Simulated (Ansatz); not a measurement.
## Worked example: CF, doublet against CF, quartet

Geometry (PBE0/def2-TZVP stationary point of a quartet), kept for both states (CF, quartet: Σ⁻; CF, doublet: Π):

```xyz
2

C     0.0000    0.0000    0.0000
F     0.0000    0.0000    1.3159
```

Basis cc-pVTZ; Ansatz 0.2.0. Only valence electrons are correlated (noble-gas cores frozen). R marks a restricted (for open shells ROHF) determinant, U an unrestricted one.

Full CI isn't at hand for all of this; UCCSDT(Q) serves as the reference, and is uncertain by about the last step of the cluster series.

| level | E(CF, quartet) (hartree) | E(CF, doublet) (hartree) |
| --- | --- | --- |
| UHF | -137.142215 | -137.221928 |
| UMP2 | -137.456857 | -137.575637 |
| UCCSD(T) | -137.475578 | -137.603414 |
| PBE | -137.560431 | -137.688033 |
| B3LYP | -137.699325 | -137.834014 |
| UCCSDT(Q) | -137.476388 | -137.604652 |

Problem. Give the vertical gap, CF doublet less CF quartet, at each level in eV (1 hartree = 27.2114 eV), and each error against UCCSDT(Q).

Solution. UCCSDT(Q): (-137.604652 − (-137.476388)) × 27.2114 = -3.490 eV (the reference)
B3LYP: (-137.834014 − (-137.699325)) × 27.2114 = -3.665 eV, error -0.175 eV
PBE: (-137.688033 − (-137.560431)) × 27.2114 = -3.472 eV, error 0.018 eV
UCCSD(T): (-137.603414 − (-137.475578)) × 27.2114 = -3.479 eV, error 0.011 eV
UMP2: (-137.575637 − (-137.456857)) × 27.2114 = -3.232 eV, error 0.258 eV
UHF: (-137.221928 − (-137.142215)) × 27.2114 = -2.169 eV, error 1.321 eV

Total energies of functionals can't be set beside those of wave-function methods, since they hold the core's correlation and their own absolute errors; only the differences compare.

Each level lands on the state that its own search finds. T1 diagnostics of restricted CCSD: 0.022 and 0.023.
